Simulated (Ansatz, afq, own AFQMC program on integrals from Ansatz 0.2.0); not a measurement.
AFQMC on a folder of integrals that Ansatz 0.2.0 wrote.

```yaml
crystal:
  periodic: [false, false, false]
  atoms:
    - {symbol: Si, position_ang: [0.009145, 0.000000, 0.601555]}
    - {symbol: B, position_ang: [0.082475, 0.000000, -1.215039]}
    - {symbol: H, position_ang: [-0.655933, -0.941243, -0.666868]}
    - {symbol: H, position_ang: [-0.655935, 0.941242, -0.666868]}
    - {symbol: H, position_ang: [0.172446, 0.000000, -2.395826]}
basis:
  gaussian: {orbitals: aug-cc-pVDZ}
magnetization: {spin_polarized: false}
correlation: {method: ccsd_t, electrons: outside_noble_gas, hamiltonian_folder: ham}
```

```sh
$ ansatz run in.yaml --threads 1 --pin off --events-out ev --progress --plain --max-ram 16896MiB --backend cuda --devices 0, --max-vram 18GiB
```

afq runs on the folder ham with

```
--method free --trial cisd --walkers 3200 --time-step 0.03 --max-blocks 4000 --target-error 0.00038 --factor-cut 1e-05 --seed 9356 --times 0,0.21,0.42,0.81,1.2,1.8,2.4,3 --taylor-order 8
```

Times are imaginary, in 1/Eh. The walk had a cap of 120 s.

Log:

```
orbitals 71  electrons 5 5  factors 602 of 759
reference energy -315.26812024 Eh
CCSD correlation -0.23107047 Eh in 11 cycles, weight of the determinant in the CISD state 0.8649
repeat  energy at the last time / Eh  error
    10  -315.510433  0.000163
    20  -315.510325  0.000129
    30  -315.510392  0.000121
time / (1/Eh)  energy / Eh  error  mean overlap
  0.00  -315.499170  0.000051  1.1566
  0.21  -315.503450  0.000053  1.1550
  0.42  -315.505822  0.000059  1.1564
  0.81  -315.508013  0.000058  1.1567
  1.20  -315.509152  0.000071  1.1572
  1.80  -315.509792  0.000083  1.1624
  2.40  -315.510261  0.000102  1.1623
  3.00  -315.510391  0.000117  1.1646
energy -315.510391 +/- 0.000117 Eh
```

The run failed at least one of its tests; the cautions name the faults.

Against this walk (error 3.2 meV) on the same determinant: CCSD(T) 43.1 meV higher, CCSDT(Q) 3.0 meV lower (within the noise). The error is statistical, and a free projection of finite length keeps a remainder of its start. The last points still move (meV from the last: 64.7 ± 1.6 at 0.81, 33.7 ± 1.9 at 1.20, 16.3 ± 2.3 at 1.80, 4 ± 3 at 2.40, 0 ± 3 at 3.00), but the last one has reached CCSDT(Q) within the noise or passed it, so little can be left to fall.

Cautions: remainder of the start not in the error; start not forgotten.

The walk took 60 s on 1 × NVIDIA H100 80GB HBM3 with 2 threads of AMD EPYC 7R13 Processor (Zen 3) (shared host) (the card was shared). The log's last line is the free-projection energy.

CCSDT and higher add their correlation energy to the determinant of the CCSD(T) run, since their own runs factorise the integrals more tightly (a shift of under 2 meV). A walk keeps the symmetry of its determinant, which the program's search chose and which needn't be the lowest solution, so a lower state of the same spin and another symmetry isn't excluded.
